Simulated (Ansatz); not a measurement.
Energy on a grid of two coordinates

CH2NS (SMILES N=[C]S), doublet, PBE0-D4/def2-TZVP minimum:

```tsv
atom	x (Å)	y (Å)	z (Å)
N1	-0.5783	-1.1324	0.3176
C2	-0.1511	-0.0765	-0.1455
S3	1.0369	0.9871	0.5172
H4	-1.2847	-1.6483	-0.1979
H5	0.9772	1.8701	-0.4914
```

Rows set the bond length C2–S3 (Å; 1.727 at the minimum), columns the angle N1–C2–S3 (°; 128.6), set in this order; the parts move rigidly, in a bend the first-named atom's side turns in the plane, and in a torsion the whole end group turns. CCSD(T) energies count from the value at that structure, in kcal/mol. Computed with Ansatz 0.2.0 (basis: def2-TZVPP); correlated methods freeze the cores; orbitals are unrestricted.

```csv
C2–S3 \ N1–C2–S3,110.6,116.6,122.6,128.6,134.6,140.6,146.6
1.554,23.59,18.08,14.54,?,12.03,?,13.65
1.605,?,10.61,7.57,6.12,5.98,6.88,8.54
1.678,8.62,4.43,2.04,1.18,1.61,3.08,5.36
1.764,5.37,1.96,0.23,-0.05,0.92,2.95,5.84
1.860,5.71,3.04,1.90,2.13,3.56,6.06,9.46
1.963,8.60,6.58,5.95,6.55,8.29,11.05,14.76
2.072,12.81,11.33,11.05,11.86,13.69,16.45,20.08
```

Q: Fill in the withheld cells. (Judge from chemistry; the value comes from the calculation.)

A: Computed: (1.554, 128.6): 12.63; (1.554, 140.6): 12.47; (1.605, 110.6): 15.54 kcal/mol. These count from the CCSD(T) energy at the PBE0-D4 minimum.

The same grid for a cheaper method: HF − CCSD(T), both counted from the minimum, in kcal/mol:
```
C2–S3 \ N1–C2–S3  110.6  116.6  122.6  128.6  134.6  140.6  146.6
           1.554   2.29   1.51   0.95   0.59   0.41   0.39   0.51
           1.605   2.02   1.21   0.63   0.24   0.04   0.00   0.10
           1.678   1.87   1.02   0.41   0.00  -0.24  -0.32  -0.24
           1.764   2.02   1.16   0.52   0.09  -0.18  -0.28  -0.24
           1.860   2.50   1.65   1.02   0.59   0.34   0.24   0.29
           1.963   3.00   2.25   1.69   1.32   1.12   1.09   1.23
           2.072   2.73   2.19   1.78   1.50   1.36   1.35   1.48
```

No T1 diagnostic of these runs exceeds 0.028. ⟨S²⟩ of the unrestricted Hartree–Fock references: 0.78 to 0.83 (a pure state has 0.75). The unrestricted reference is spin-contaminated, which hurts MP2 most.

For scale, one of the runs: CCSD(T)/def2-TZVPP, 132 basis functions (an equivalent command: `ansatz run in.yaml --threads 2`). Time: 30 s of wall clock on 2 CPU threads; the host was shared. Peak host memory: 1.4 GiB.
